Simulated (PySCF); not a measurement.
## Gas-phase XPS of ethanethiol, computed

Compound: ethanethiol, C₂H₆S.
Structure used (PBE0-D3(BJ)/def2-SVP), in Å, numbered top down from 1:
```xyz
9
C2H6S angstrom
C     -0.782    0.537    0.117
C      0.114   -0.660   -0.131
S      1.712   -0.594    0.741
H     -1.751    0.411   -0.394
H     -0.323    1.464   -0.262
H     -0.971    0.673    1.192
H     -0.354   -1.584    0.243
H      0.295   -0.814   -1.206
H      2.192    0.496    0.103
```

The calculation used delta-SCF UKS SCAN, pcX-2 on the ionised atom, pcseg-1 elsewhere, spin-free X2C in PySCF 2.14.0. Each binding energy is the total energy of the core-ionised species, with the hole localised on one atom, minus that of the ground state; both are solved self-consistently, so orbital relaxation is included.

Task: List the computed XPS lines with their assignment.

Result: 
```json
{"atom(s)": "C1", "environment": "methyl carbon", "level": "C 1s", "binding energy (eV)": "290.94", "above the level's lowest (eV)": "0.00", "count": "1"}
{"atom(s)": "C2", "environment": "sp3 carbon bound to sulfur", "level": "C 1s", "binding energy (eV)": "291.52", "above the level's lowest (eV)": "+0.58", "count": "1"}
{"atom(s)": "S3", "environment": "thiol sulfur", "level": "S 1s", "binding energy (eV)": "2477.24", "above the level's lowest (eV)": "0.00", "count": "1"}
```

The listed C 1s values span 0.58 eV, from C1 (bonded to C and 3 H) to C2 (bonded to S, C and 2 H).

Task: Which photon energy gives electrons from C 1s of C2 a kinetic energy of 50 eV, and what is their de Broglie wavelength?

Result: hν = 291.52 + 50 = 341.52 eV, recoil neglected; λ = 12.264 Å/√(E/eV) = 1.73 Å.

Task: Which effective nuclear charge Zeff reproduces each element's mean 1s value in the hydrogen-like formula E = 13.606 eV × Zeff²?

Result: C (Z = 6): mean 291.2 eV, Zeff = 4.63, Z − Zeff = 1.37; S (Z = 16): mean 2477.2 eV, Zeff = 13.49, Z − Zeff = 2.51. Means run over the listed sites, weighted by atom count.

Not every level is listed. The structure is a single PBE0-D3(BJ)/def2-SVP conformer in the gas phase; no vibrational or solvent corrections.

On one thread, AMD EPYC 9R45 (x86_64), on a shared host, this took 6.8 s of wall time and 0.40 GiB of memory at its peak.
